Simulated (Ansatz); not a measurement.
# C2H2FNO2: up Jacob's ladder to CCSD(T)

How much do the methods differ for C2H2FNO2? The plan is to run it at one geometry with functionals of several rungs and with coupled cluster, and see how far each lands from CCSD(T) at the basis-set limit for the atomisation energy.

Method: functionals in def2-TZVPP, the program's frozen cores in correlated methods; program: Ansatz 0.2.0, Gaussian basis.

The runs, in order: LDA (SPW92), PBE-D4, revPBE-D4, BLYP-D4, r2SCAN-D4, B97M-V, PBE0-D4, B3LYP-D4, r2SCANh-D4, r2SCAN0-D4, HSE06-D4, BHLYP-D4, CAM-B3LYP-D4, LC-ωPBE, ωB97X-V, ωB97M-V, B2PLYP, PBE-QIDH; CCSD(T)/def2-SVP; CCSD(T)/def2-TZVPP; MP2/def2-QZVPP; extrapolation to the limit; RPA on PBE.

## 1. Structure used throughout

All runs share one geometry, relaxed beforehand with PBE0-D4 in a triple-zeta def2 set.

SMILES `OC1=NC(F)O1`, 8 atoms, charge 0, spin multiplicity 1.

Atoms are counted from 1 here; the program's logs count them from 0.

Bond lengths: O1–C2 1.304 Å, O1–H7 0.966 Å, C2–N3 1.285 Å, C2–O6 1.344 Å, N3–C4 1.446 Å, C4–F5 1.331 Å, C4–O6 1.474 Å, C4–H8 1.091 Å. Angles: C2–O1–H7 108.3°, O1–C2–N3 134.3°, O1–C2–O6 120.2°, N3–C2–O6 105.4°, C2–N3–C4 83.0°, N3–C4–F5 116.0°, N3–C4–O6 91.5°, N3–C4–H8 116.7°, F5–C4–O6 110.9°, F5–C4–H8 110.1°, O6–C4–H8 110.2°, C2–O6–C4 80.0°.

## 2. LDA

This LDA is Slater exchange with PW92 correlation.

File in.yaml:

```yaml
crystal:
  periodic: [false, false, false]
  atoms:
    - {symbol: O, position_ang: [1.541629, 0.732032, 1.015018]}
    - {symbol: C, position_ang: [0.549116, 0.218810, 0.343234]}
    - {symbol: N, position_ang: [0.458948, -0.482349, -0.729978]}
    - {symbol: C, position_ang: [-0.960463, -0.318616, -0.506728]}
    - {symbol: F, position_ang: [-1.644682, -1.433907, -0.262278]}
    - {symbol: O, position_ang: [-0.717344, 0.432622, 0.737572]}
    - {symbol: H, position_ang: [2.365041, 0.491602, 0.570109]}
    - {symbol: H, position_ang: [-1.499945, 0.302705, -1.222650]}
basis:
  gaussian: {orbitals: def2-TZVPP}
hamiltonian: {xc: lda}
output: {orbitals: {seedname: orbitals}}
```

Started as:

```sh
ansatz run in.yaml --threads 4 --pin off --events-out ev --progress --plain --max-ram 10444MiB
```

Further steps of the session: PBE-D4 (GGA); revPBE-D4 (GGA); BLYP-D4 (GGA); r2SCAN-D4 (meta-GGA); B97M-V (meta-GGA); B3LYP-D4 (hybrid); r2SCANh-D4 (hybrid); r2SCAN0-D4 (hybrid); HSE06-D4 (hybrid); BHLYP-D4 (hybrid); CAM-B3LYP-D4 (range-separated); LC-ωPBE (range-separated); ωB97X-V (range-separated); ωB97M-V (range-separated); B2PLYP (double hybrid); PBE-QIDH (double hybrid); CCSD(T) in def2-SVP; CCSD(T) in def2-TZVPP; MP2 in def2-QZVPP; RPA on PBE orbitals.

Before running them: what should the planned runs give, taken together? Wanted: atomisation energy, CCSD(T)/CBS; farthest beyond LDA; mean size of error, GGA; mean size of error, meta-GGA; mean size of error, hybrid; mean size of error, range-separated; mean size of error, double hybrid; gap, smallest and largest; T1 diagnostic.

**Answer**, as computed:

```
                               quantity                                      value
        atomisation energy, CCSD(T)/CBS                              3401.3 kJ/mol
 functionals within 17.0 kJ/mol (0.5 %)                 B97M-V, B3LYP-D4, PBE-QIDH
                    farthest beyond LDA                   BHLYP-D4 (-223.9 kJ/mol)
                mean size of error, GGA                               116.5 kJ/mol
           mean size of error, meta-GGA                                23.7 kJ/mol
             mean size of error, hybrid                                75.3 kJ/mol
    mean size of error, range-separated                                37.2 kJ/mol
      mean size of error, double hybrid                                21.4 kJ/mol
              gap, smallest and largest  6.09 eV (LDA (SPW92)), 13.65 eV (LC-ωPBE)
                          T1 diagnostic                                     0.0140
triples share of the correlation energy                                      4.0 %
```

What this shows: LDA overbinds by 795.7 kJ/mol (23 %). PBE-D4 misses by +219.0 kJ/mol. Double hybrids carry the basis error of their MP2 part in triple zeta, and no dispersion term here, so their miss is partly the set-up's. By mean error the best rung here is double hybrid (21.4 kJ/mol) and the worst beyond LDA is GGA (116.5 kJ/mol). The gap between the best rungs is small, so their order is not settled. Misses under about 17.0 kJ/mol are within the doubt on the reference itself, which lacks core-valence correlation, relativity and higher excitations. Hartree-Fock recovers 62 % of the binding; the rest is correlation. CCSD(T) in def2-SVP is off by -211.0 kJ/mol, worse than the median functional, from the basis alone. The gap grows from 6.1 to 13.7 eV across the functionals, mostly with the share of exact exchange.
